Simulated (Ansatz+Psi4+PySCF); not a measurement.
Results of a calculation; reference values are marked as such.
## Psi4 1.11 run

```
molecule {
0 2
C 0.000000 0.000000 -0.733250
N 0.000000 0.000000 0.628500
}

set basis cc-pVTZ
set reference uhf
set scf_type pk
energy('scf')
```

The input is written out from the run's settings.

Output:

- Converged: yes
- Total energy: -92.14353 hartree
- Spin squared of the determinant: 0.778
- Occupied orbitals by symmetry in an Abelian subgroup (alpha; beta): 5 A1 1 B1 1 B2; 4 A1 1 B1 1 B2

This is not the lowest solution: another run reaches a determinant 1.35 eV lower.
